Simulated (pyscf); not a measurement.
**Concerted two-bond exchange: H₃Si–O–PH₂ -> HO–SiH₂–PH₂**

Gas phase, singlet surface, charge 0. Bonds broken: P1–O2, Si3–H6. Bonds formed: P1–Si3, O2–H6. Optimised with ωB97X-D3(BJ)/def2-SVP in PySCF. Correlated levels are frozen-core, on RHF or UHF. ΔMP2 is the change of the MP2 total energy from the triple- to the quadruple-zeta basis.

Transition state (Å):

```xyz
8

P     -1.5988    -0.5715     0.6968
O     -0.6530     0.8790    -0.5380
Si     0.2628    -0.5021    -0.6885
H     -1.2406    -0.2243     2.0223
H     -2.8022    -1.2882     0.9800
H      0.6616     1.0202    -1.3184
H      1.4183    -0.7856     0.1966
H      0.1021    -1.4576    -1.8076
```

One imaginary mode, 1364i cm⁻¹; descent along it reached the two sides named, in the forms told below.

| bond | change | reactant side (Å) | saddle | product side |
|---|---|---|---|---|
| P1–O2 | breaks | 1.667 | 2.127 | 3.1 |
| Si3–H6 | breaks | 1.485 | 1.695 | 2.277 |
| P1–Si3 | forms | 3.0 | 2.321 | 2.242 |
| O2–H6 | forms | 2.541 | 1.535 | 0.963 |

Electronic energies relative to the reactant's lowest minimum found (eV):

| level | barrier | reaction energy | reverse barrier |
|---|---|---|---|
| ωB97X-D3(BJ)/def2-TZVP | 4.75 | -0.34 | 5.09 |
| PBE/def2-TZVP | 3.57 | -0.42 | 3.99 |
| r²SCAN/def2-TZVP | 3.97 | -0.37 | 4.33 |
| B3LYP-D3(BJ)/def2-TZVP | 4.31 | -0.24 | 4.55 |
| PBE0-D3(BJ)/def2-TZVP | 4.22 | -0.41 | 4.62 |
| M06-2X/def2-TZVP | 4.74 | -0.22 | 4.95 |
| ωB97M-D3(BJ)/def2-TZVP | 4.70 | -0.25 | 4.94 |
| HF/def2-TZVP | 6.16 | -0.07 | 6.23 |
| MP2/def2-QZVPP | 4.45 | -0.33 | 4.78 |
| CCSD/def2-TZVPP | 4.80 | -0.29 | 5.09 |
| CCSD(T)/def2-TZVPP | 4.39 | -0.31 | 4.70 |
| CCSD(T)/def2-TZVPP + ΔMP2(QZVPP) | 4.37 | -0.32 | 4.70 |

With CCSD(T)/def2-TZVPP + ΔMP2(QZVPP) energies and thermal terms (ideal gas, 1 atm, RRHO with modes under 100 cm⁻¹ raised to 100, one conformer, R ln 2 for chiral ones without a mode under 150 cm⁻¹), in eV:

| T (K) | ΔH‡ | ΔG‡ | ΔH | ΔG |
|---|---|---|---|---|
| 298 | 4.23 | 4.25 | -0.28 | -0.28 |
| 600 | 4.24 | 4.26 | -0.26 | -0.30 |
| 900 | 4.23 | 4.27 | -0.25 | -0.32 |
| 1200 | 4.22 | 4.29 | -0.25 | -0.34 |

On the reactant side the descent ends in a point that may be a rotor saddle (no frequency run), 0.05 eV over the lowest minimum found and 4.70 eV under the saddle at ωB97X-D3(BJ)/def2-TZVP. The same reactants have a lower exit, to O=PH + SiH₄ (barrier +2.60 eV at ωB97M-D3(BJ)/def2-TZVP, against +4.70 eV here). This is the saddle that the search found; another between the same sides may lie lower. One closed-shell reference is unstable to symmetry breaking; treat the single-reference values with care. The CCSD(T) − MP2 part came from Ansatz, without density fitting, on the same reference.
